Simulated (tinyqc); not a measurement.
UHF in the sto-6g basis, for NH, spin multiplicity 3, step by step (part 1 of 2). Computed by tinyqc, a small Python program that keeps every step (integrals from PySCF). Settings: charge = 0, multiplicity = 3, basis = sto-6g, energy threshold = 1e-09, iteration cap = 58, orthogonalisation = symmetric, start = core, DIIS depth = 8, shift = 1.0, method = UHF. Command: `OMP_NUM_THREADS=1 python tinyqc.py 28778 28779 out.jsonl` (the two numbers bound the seeds that draw the settings). One thread of a shared host (Intel(R) Xeon(R) Processor @ 2.60GHz), about 0.1 s of CPU time with the checks. Later iterations appear only in the table of the cycle.

## One-electron integrals

Geometry (angstrom):
```
atom        x        y        z
N     0.00000  0.00000  0.00000
H     0.00000  0.00000  1.42400
```

Basis sto-6g: exponents (1/bohr^2) and contraction coefficients of normalised primitives:
```
element  l (shell)    exponent  coefficient
N            s (1)  1027.82846      0.00916
N            s (1)   188.45122      0.04936
N            s (1)    52.72186      0.16854
N            s (1)    18.11138      0.37056
N            s (1)     7.03318      0.41649
N            s (1)     2.89665      0.13033
N            s (2)    39.19881     -0.01325
N            s (2)     7.75847     -0.04699
N            s (2)     2.41133     -0.03379
N            s (2)     0.92772      0.25024
N            s (2)     0.40291      0.59512
N            s (2)     0.18468      0.24071
N            p (3)    39.19881      0.00376
N            p (3)     7.75847      0.03768
N            p (3)     2.41133      0.17390
N            p (3)     0.92772      0.41804
N            p (3)     0.40291      0.42586
N            p (3)     0.18468      0.10171
H            s (1)    35.52322      0.00916
H            s (1)     6.51314      0.04936
H            s (1)     1.82214      0.16854
H            s (1)     0.62596      0.37056
H            s (1)     0.24308      0.41649
H            s (1)     0.10011      0.13033
```

Overlap, kinetic and nuclear-attraction integrals over the contracted functions; the nuclear repulsion is the sum of Za Zb / Rab.

nuclear repulsion = 2.6012925 hartree

overlap S, lower triangle:
```
          1N 1s    1N 2s   1N 2px   1N 2py   1N 2pz    2H 1s
1N 1s   1.00000
1N 2s   0.22942  1.00000
1N 2px  0.00000  0.00000  1.00000
1N 2py  0.00000  0.00000  0.00000  1.00000
1N 2pz  0.00000  0.00000  0.00000  0.00000  1.00000
2H 1s   0.02334  0.27742  0.00000  0.00000  0.28350  1.00000
```

kinetic energy T (hartree), lower triangle:
```
           1N 1s    1N 2s   1N 2px   1N 2py   1N 2pz    2H 1s
1N 1s   22.23641
1N 2s   -0.67875  0.63290
1N 2px   0.00000  0.00000  1.90129
1N 2py   0.00000  0.00000  0.00000  1.90129
1N 2pz   0.00000  0.00000  0.00000  0.00000  1.90129
2H 1s   -0.00678  0.01414  0.00000  0.00000  0.08174  0.76852
```

nuclear attraction V (hartree), lower triangle:
```
            1N 1s     1N 2s    1N 2px    1N 2py    1N 2pz     2H 1s
1N 1s   -47.04509
1N 2s    -4.73231  -7.19600
1N 2px    0.00000   0.00000  -7.17638
1N 2py    0.00000   0.00000   0.00000  -7.17638
1N 2pz   -0.00847  -0.10068   0.00000   0.00000  -7.23434
2H 1s    -0.54801  -1.46723   0.00000   0.00000  -1.35578  -3.82659
```

core Hamiltonian H = T + V (hartree), lower triangle:
```
            1N 1s     1N 2s    1N 2px    1N 2py    1N 2pz     2H 1s
1N 1s   -24.80868
1N 2s    -5.41105  -6.56310
1N 2px    0.00000   0.00000  -5.27509
1N 2py    0.00000   0.00000   0.00000  -5.27509
1N 2pz   -0.00847  -0.10068   0.00000   0.00000  -5.33305
2H 1s    -0.55479  -1.45309   0.00000   0.00000  -1.27405  -3.05807
```

## Two-electron integrals

Functions are numbered as in S; the eight-fold symmetry (ij|kl) = (ji|kl) = (kl|ij) leaves the list below.

Two-electron integrals (ij|kl) in chemists' order, unique and non-zero (hartree):
```
(11|11) 4.16874   (21|11) 0.58365   (21|21) 0.10411   (22|11) 0.96849
(22|21) 0.21445   (22|22) 0.70840   (31|31) 0.02207   (32|31) 0.03361
(32|32) 0.15658   (33|11) 0.96849   (33|21) 0.21445   (33|22) 0.70840
(33|33) 0.76324   (41|41) 0.02207   (42|41) 0.03361   (42|42) 0.15658
(43|43) 0.04113   (44|11) 0.96849   (44|21) 0.21445   (44|22) 0.70840
(44|33) 0.68098   (44|44) 0.76324   (51|51) 0.02207   (52|51) 0.03361
(52|52) 0.15658   (53|53) 0.04113   (54|54) 0.04113   (55|11) 0.96849
(55|21) 0.21445   (55|22) 0.70840   (55|33) 0.68098   (55|44) 0.68098
(55|55) 0.76324   (61|11) 0.06289   (61|21) 0.01078   (61|22) 0.02179
(61|33) 0.02173   (61|44) 0.02173   (61|51) 0.00060   (61|52) 0.00120
(61|55) 0.02190   (61|61) 0.00114   (62|11) 0.18261   (62|21) 0.04114
(62|22) 0.15403   (62|33) 0.15074   (62|44) 0.15074   (62|51) 0.00369
(62|52) 0.02909   (62|55) 0.16060   (62|61) 0.00433   (62|62) 0.04674
(63|31) 0.00404   (63|32) 0.02384   (63|53) 0.00558   (63|63) 0.00548
(64|41) 0.00404   (64|42) 0.02384   (64|54) 0.00558   (64|64) 0.00548
(65|11) 0.15902   (65|21) 0.03626   (65|22) 0.14401   (65|33) 0.13754
(65|44) 0.13754   (65|51) 0.00674   (65|52) 0.04826   (65|55) 0.15694
(65|61) 0.00396   (65|62) 0.05231   (65|65) 0.06300   (66|11) 0.36946
(66|21) 0.08468   (66|22) 0.36301   (66|33) 0.34838   (66|44) 0.34838
(66|51) 0.00808   (66|52) 0.08980   (66|55) 0.39226   (66|61) 0.00897
(66|62) 0.15162   (66|65) 0.18873   (66|66) 0.77500
```

## Orthogonalisation

S = U s U^T; symmetric (Loewdin) form X = U s^(-1/2) U^T, so that X^T S X = 1.

eigenvalues of S: 0.57573  0.84059  1.00000  1.00000  1.14141  1.44227

X, lower triangle:
```
           1N 1s     1N 2s   1N 2px   1N 2py    1N 2pz    2H 1s
1N 1s    1.02102
1N 2s   -0.12248   1.05482
1N 2px   0.00000   0.00000  1.00000
1N 2py   0.00000   0.00000  0.00000  1.00000
1N 2pz  -0.00381   0.03422  0.00000  0.00000   1.03415
2H 1s    0.01470  -0.15753  0.00000  0.00000  -0.15783  1.06733
```

## Starting guess

The start is the orbitals of the core Hamiltonian; D(s) = C_occ C_occ^T for each spin.

D(alpha) at the start, lower triangle:
```
           1N 1s     1N 2s   1N 2px   1N 2py    1N 2pz    2H 1s
1N 1s    1.05718
1N 2s   -0.25170   1.10666
1N 2px   0.00000   0.00000  1.00000
1N 2py   0.00000   0.00000  0.00000  1.00000
1N 2pz  -0.00988   0.05482  0.00000  0.00000   1.05803
2H 1s    0.02573  -0.10764  0.00000  0.00000  -0.12805  0.02474
```

D(beta) at the start, lower triangle:
```
           1N 1s     1N 2s   1N 2px   1N 2py    1N 2pz    2H 1s
1N 1s    1.05718
1N 2s   -0.25170   1.10666
1N 2px   0.00000   0.00000  0.00000
1N 2py   0.00000   0.00000  0.00000  0.00000
1N 2pz  -0.00988   0.05482  0.00000  0.00000   1.05803
2H 1s    0.02573  -0.10764  0.00000  0.00000  -0.12805  0.02474
```

## Iteration 1: building the Fock matrix

J_ij = sum D_kl (ij|kl) with D = D(alpha) + D(beta), K_ij = sum D_kl (ik|jl) for each spin; F = H + J - K(s); E = tr D H + tr D J / 2 - 0.5 sum_s tr D(s) K(s) + E_nn.

Coulomb J (hartree), lower triangle:
```
           1N 1s    1N 2s   1N 2px   1N 2py   1N 2pz    2H 1s
1N 1s   14.22120
1N 2s    2.45557  6.19567
1N 2px   0.00000  0.00000  6.16906
1N 2py   0.00000  0.00000  0.00000  6.16906
1N 2pz   0.00192  0.00033  0.00000  0.00000  6.24889
2H 1s    0.25706  1.29418  0.00000  0.00000  1.19089  2.92288
```

exchange K(alpha) (hartree), lower triangle:
```
          1N 1s    1N 2s   1N 2px   1N 2py   1N 2pz    2H 1s
1N 1s   4.29681
1N 2s   0.68484  1.22755
1N 2px  0.00000  0.00000  1.02137
1N 2py  0.00000  0.00000  0.00000  1.02137
1N 2pz  0.00032  0.00192  0.00000  0.00000  1.02082
2H 1s   0.07781  0.21761  0.00000  0.00000  0.15137  0.07269
```

exchange K(beta) (hartree), lower triangle:
```
          1N 1s    1N 2s   1N 2px   1N 2py   1N 2pz    2H 1s
1N 1s   4.25266
1N 2s   0.61762  0.91440
1N 2px  0.00000  0.00000  0.21699
1N 2py  0.00000  0.00000  0.00000  0.21699
1N 2pz  0.00032  0.00192  0.00000  0.00000  0.93855
2H 1s   0.06972  0.16993  0.00000  0.00000  0.14020  0.06173
```

F(alpha) (hartree), lower triangle:
```
            1N 1s     1N 2s    1N 2px    1N 2py    1N 2pz     2H 1s
1N 1s   -14.88429
1N 2s    -3.64032  -1.59498
1N 2px    0.00000   0.00000  -0.12739
1N 2py    0.00000   0.00000   0.00000  -0.12739
1N 2pz   -0.00687  -0.10227   0.00000   0.00000  -0.10498
2H 1s    -0.37554  -0.37653   0.00000   0.00000  -0.23453  -0.20787
```

F(beta) (hartree), lower triangle:
```
            1N 1s     1N 2s   1N 2px   1N 2py    1N 2pz     2H 1s
1N 1s   -14.84014
1N 2s    -3.57310  -1.28183
1N 2px    0.00000   0.00000  0.67698
1N 2py    0.00000   0.00000  0.00000  0.67698
1N 2pz   -0.00687  -0.10227  0.00000  0.00000  -0.02271
2H 1s    -0.36745  -0.32885  0.00000  0.00000  -0.22336  -0.19691
```

total energy of this density = -54.1425254 hartree

## Iteration 1: diagonalisation and new density

A level shift of 1 hartree raises the virtual space: F + shift (S - S D(s) S), with D(s) the density of one spin. Diagonalise F' = X^T F X, C = X C', fill 5 alpha and 3 beta electrons from the bottom; D(s) = C_occ C_occ^T. Each column has its largest component positive (the first on a tie).

F' = X^T F X (alpha) (hartree), lower triangle:
```
           1         2         3         4         5        6
1  -14.63996
2   -1.85910  -0.95371
3    0.00000   0.00000  -0.12739
4    0.00000   0.00000   0.00000  -0.12739
5   -0.00838  -0.05579   0.00000   0.00000  -0.04449
6   -0.02260  -0.23464   0.00000   0.00000  -0.24391  0.91928
```

orbital energies (alpha) (hartree): MO1 -14.88820, MO2 -0.74879, MO3 -0.12739, MO4 -0.12739, MO5 -0.08568, MO6 1.00378

coefficients C (alpha):
```
             MO1       MO2       MO3      MO4       MO5       MO6
1N 1s    0.99588  -0.25018   0.00000  0.00000   0.03803   0.04359
1N 2s    0.01766   1.02041   0.00000  0.00000  -0.16604  -0.29069
1N 2px   0.00000   0.00000  -0.46202  0.88687   0.00000   0.00000
1N 2py   0.00000   0.00000   0.88687  0.46202   0.00000   0.00000
1N 2pz   0.00137   0.14244   0.00000  0.00000   0.96352  -0.38330
2H 1s   -0.00282  -0.01120   0.00000  0.00000   0.08426   1.08715
```

F' = X^T F X (beta) (hartree), lower triangle:
```
           1         2        3        4         5        6
1  -14.60598
2   -1.83135  -0.63728
3    0.00000   0.00000  1.67698
4    0.00000   0.00000  0.00000  1.67698
5   -0.00801  -0.05175  0.00000  0.00000   0.03996
6   -0.02421  -0.23223  0.00000  0.00000  -0.24532  0.92174
```

orbital energies (beta) (hartree): MO1 -14.84228, MO2 -0.45679, MO3 0.00141, MO4 1.01610, MO5 1.67698, MO6 1.67698

coefficients C (beta):
```
             MO1       MO2       MO3       MO4      MO5       MO6
1N 1s    0.99700  -0.24130   0.05566   0.04874  0.00000   0.00000
1N 2s    0.01296   0.99782  -0.24297  -0.31429  0.00000   0.00000
1N 2px   0.00000   0.00000   0.00000   0.00000  0.00936   0.99996
1N 2py   0.00000   0.00000   0.00000   0.00000  0.99996  -0.00936
1N 2pz   0.00113   0.20189   0.94648  -0.39873  0.00000   0.00000
2H 1s   -0.00208   0.02330   0.09634   1.08596  0.00000   0.00000
```

D(alpha) after iteration 1, lower triangle:
```
           1N 1s     1N 2s   1N 2px   1N 2py   1N 2pz    2H 1s
1N 1s    1.05581
1N 2s   -0.24402   1.06912
1N 2px   0.00000   0.00000  1.00000
1N 2py   0.00000   0.00000  0.00000  1.00000
1N 2pz   0.00237  -0.01461  0.00000  0.00000  0.94865
2H 1s    0.00320  -0.02547  0.00000  0.00000  0.07959  0.00723
```

D(beta) after iteration 1, lower triangle:
```
           1N 1s     1N 2s   1N 2px   1N 2py   1N 2pz    2H 1s
1N 1s    1.05533
1N 2s   -0.24137   1.05485
1N 2px   0.00000   0.00000  0.00000
1N 2py   0.00000   0.00000  0.00000  0.00000
1N 2pz   0.00509  -0.02851  0.00000  0.00000  0.93658
2H 1s   -0.00234  -0.00019  0.00000  0.00000  0.09589  0.00983
```

Within a degenerate level the vectors are fixed only up to a rotation; this is one choice.

## Iteration 2: building the Fock matrix

As before.

Coulomb J (hartree), lower triangle:
```
           1N 1s    1N 2s   1N 2px   1N 2py   1N 2pz    2H 1s
1N 1s   14.10690
1N 2s    2.43185  6.14221
1N 2px   0.00000  0.00000  6.11558
1N 2py   0.00000  0.00000  0.00000  6.11558
1N 2pz  -0.00025  0.00398  0.00000  0.00000  6.19546
2H 1s    0.25457  1.29307  0.00000  0.00000  1.19591  2.96913
```

exchange K(alpha) (hartree), lower triangle:
```
          1N 1s    1N 2s   1N 2px   1N 2py   1N 2pz    2H 1s
1N 1s   4.29291
1N 2s   0.68230  1.22171
1N 2px  0.00000  0.00000  1.01744
1N 2py  0.00000  0.00000  0.00000  1.01744
1N 2pz  0.00059  0.00067  0.00000  0.00000  1.00364
2H 1s   0.07741  0.25397  0.00000  0.00000  0.22163  0.14626
```

exchange K(beta) (hartree), lower triangle:
```
          1N 1s     1N 2s   1N 2px   1N 2py   1N 2pz    2H 1s
1N 1s   4.24799
1N 2s   0.61479   0.90604
1N 2px  0.00000   0.00000  0.21186
1N 2py  0.00000   0.00000  0.00000  0.21186
1N 2pz  0.00038  -0.00298  0.00000  0.00000  0.91774
2H 1s   0.06944   0.21395  0.00000  0.00000  0.21678  0.14819
```

F(alpha) (hartree), lower triangle:
```
            1N 1s     1N 2s    1N 2px    1N 2py    1N 2pz     2H 1s
1N 1s   -14.99469
1N 2s    -3.66151  -1.64260
1N 2px    0.00000   0.00000  -0.17694
1N 2py    0.00000   0.00000   0.00000  -0.17694
1N 2pz   -0.00931  -0.09737   0.00000   0.00000  -0.14123
2H 1s    -0.37763  -0.41400   0.00000   0.00000  -0.29977  -0.23519
```

F(beta) (hartree), lower triangle:
```
            1N 1s     1N 2s   1N 2px   1N 2py    1N 2pz     2H 1s
1N 1s   -14.94977
1N 2s    -3.59400  -1.32693
1N 2px    0.00000   0.00000  0.62864
1N 2py    0.00000   0.00000  0.00000  0.62864
1N 2pz   -0.00910  -0.09372  0.00000  0.00000  -0.05533
2H 1s    -0.36966  -0.37397  0.00000  0.00000  -0.29491  -0.23712
```

total energy of this density = -54.3710612 hartree

## Iteration 2: DIIS over 2 matrices

error matrix X^T (FDS - SDF) X (alpha):
```
          1         2        3        4         5         6
1   0.00000   0.00057  0.00000  0.00000   0.00016  -0.01515
2  -0.00057   0.00000  0.00000  0.00000   0.00800   0.09803
3   0.00000   0.00000  0.00000  0.00000   0.00000   0.00000
4   0.00000   0.00000  0.00000  0.00000   0.00000   0.00000
5  -0.00016  -0.00800  0.00000  0.00000   0.00000   0.23854
6   0.01515  -0.09803  0.00000  0.00000  -0.23854   0.00000
```

B (overlaps of the stored error matrices):
```
               1              2
1  2.6422940e-01  2.7623423e-01
2  2.7623423e-01  3.0399345e-01
```

Minimise |sum c_i e_i|^2 with sum c_i = 1: solve [B -1; -1 0][c; lambda] = [0; -1] with B_ij = tr e_i^T e_j summed over both spins, and take F = sum c_i F_i.

DIIS coefficients: 1.76200  -0.76200

extrapolated F(alpha) (hartree), lower triangle:
```
            1N 1s     1N 2s    1N 2px    1N 2py    1N 2pz     2H 1s
1N 1s   -14.80016
1N 2s    -3.62418  -1.55869
1N 2px    0.00000   0.00000  -0.08963
1N 2py    0.00000   0.00000   0.00000  -0.08963
1N 2pz   -0.00501  -0.10600   0.00000   0.00000  -0.07736
2H 1s    -0.37394  -0.34798   0.00000   0.00000  -0.18482  -0.18706
```

extrapolated F(beta) (hartree), lower triangle:
```
            1N 1s     1N 2s   1N 2px   1N 2py    1N 2pz     2H 1s
1N 1s   -14.75660
1N 2s    -3.55718  -1.24746
1N 2px    0.00000   0.00000  0.71382
1N 2py    0.00000   0.00000  0.00000  0.71382
1N 2pz   -0.00517  -0.10878  0.00000  0.00000   0.00214
2H 1s    -0.36577  -0.29447  0.00000  0.00000  -0.16883  -0.16627
```

## Iteration 2: diagonalisation and new density

As before.

F' = X^T F X (alpha) (hartree), lower triangle:
```
           1         2         3         4         5        6
1  -14.55566
2   -1.85739  -0.91401
3    0.00000   0.00000  -0.08963
4    0.00000   0.00000   0.00000  -0.08963
5   -0.00777  -0.04568   0.00000   0.00000   0.01557
6   -0.01428  -0.27095   0.00000   0.00000  -0.37225  0.85915
```

orbital energies (alpha) (hartree): MO1 -14.80420, MO2 -0.72782, MO3 -0.09545, MO4 -0.08963, MO5 -0.08963, MO6 1.03252

coefficients C (alpha):
```
             MO1       MO2       MO3      MO4       MO5       MO6
1N 1s    0.99580  -0.24683   0.05384  0.00000   0.00000   0.04766
1N 2s    0.01800   1.00087  -0.24263  0.00000   0.00000  -0.30447
1N 2px   0.00000   0.00000   0.00000  0.99990  -0.01400   0.00000
1N 2py   0.00000   0.00000   0.00000  0.01400   0.99990   0.00000
1N 2pz   0.00130   0.16460   0.90556  0.00000   0.00000  -0.49844
2H 1s   -0.00304   0.03511   0.21001  0.00000   0.00000   1.06948
```

F' = X^T F X (beta) (hartree), lower triangle:
```
           1         2        3        4         5        6
1  -14.52221
2   -1.83002  -0.59556
3    0.00000   0.00000  1.71382
4    0.00000   0.00000  0.00000  1.71382
5   -0.00780  -0.03923  0.00000  0.00000   0.10236
6   -0.01430  -0.28331  0.00000  0.00000  -0.38173  0.85598
```

orbital energies (beta) (hartree): MO1 -14.75884, MO2 -0.45099, MO3 -0.00746, MO4 1.05785, MO5 1.71382, MO6 1.71382

coefficients C (beta):
```
             MO1       MO2       MO3       MO4       MO5      MO6
1N 1s    0.99693  -0.23255   0.08185   0.05539   0.00000  0.00000
1N 2s    0.01329   0.95226  -0.36343  -0.33849   0.00000  0.00000
1N 2px   0.00000   0.00000   0.00000   0.00000  -0.53930  0.84211
1N 2py   0.00000   0.00000   0.00000   0.00000   0.84211  0.53930
1N 2pz   0.00107   0.24874   0.87213  -0.52258   0.00000  0.00000
2H 1s   -0.00229   0.10349   0.22081   1.06285   0.00000  0.00000
```

D(alpha) after iteration 2, lower triangle:
```
           1N 1s     1N 2s   1N 2px   1N 2py   1N 2pz    2H 1s
1N 1s    1.05544
1N 2s   -0.24218   1.06093
1N 2px   0.00000   0.00000  1.00000
1N 2py   0.00000   0.00000  0.00000  1.00000
1N 2pz   0.00942  -0.05495  0.00000  0.00000  0.84713
2H 1s   -0.00039  -0.01588  0.00000  0.00000  0.19595  0.04535
```

D(beta) after iteration 2, lower triangle:
```
           1N 1s     1N 2s   1N 2px   1N 2py   1N 2pz    2H 1s
1N 1s    1.05464
1N 2s   -0.23794   1.03905
1N 2px   0.00000   0.00000  0.00000
1N 2py   0.00000   0.00000  0.00000  0.00000
1N 2pz   0.01460  -0.08008  0.00000  0.00000  0.82248
2H 1s   -0.00828   0.01827  0.00000  0.00000  0.21831  0.05947
```

Within a degenerate level the vectors are fixed only up to a rotation; this is one choice.
